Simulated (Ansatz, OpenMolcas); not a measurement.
## How methods differ on [BCl2]+ (SMILES Cl[B+]Cl)

[BCl2]+ has 3 atoms, charge +1, and is taken as a singlet. As SMILES, `Cl[B+]Cl`. The coordinates come from a PBE0-D4/def2-TZVP relaxation.

```
atom    x (Å)    y (Å)    z (Å)
  Cl  -1.2679   0.7857  -0.6053
   B   0.0000   0.0000   0.0000
  Cl   1.2679  -0.7857   0.6053
```

Quantity: the vertical energy of the triplet above the singlet, in eV. The values are calculated.

```tsv
level	kind	program	value (eV)	CPU time (all runs)
HF/cc-pVTZ	Hartree–Fock	Ansatz	6.43	77 s
SVWN5/cc-pVTZ	LDA	OpenMolcas	6.17	35 s
BLYP/cc-pVTZ	GGA	OpenMolcas	6.03	59 s
M06-L/cc-pVTZ	meta-GGA	OpenMolcas	6.37	65 s
BHLYP/cc-pVTZ	global hybrid	OpenMolcas	6.53	47 s
HSE06/cc-pVTZ	range-separated hybrid	Ansatz	6.27	2.2 min
B2PLYP/cc-pVTZ	double hybrid	Ansatz	6.57	1.7 min
CCSD/cc-pVTZ	coupled cluster or CI	Ansatz	6.90	65 s
```

The values span 6.03 to 6.90 eV. A triplet this far above the singlet is often a Rydberg-like or dissociative state; sets without diffuse functions put Rydberg states too high. Times are those of the runs behind each value, whatever else they computed, on shared processors of several kinds: orders of magnitude only.
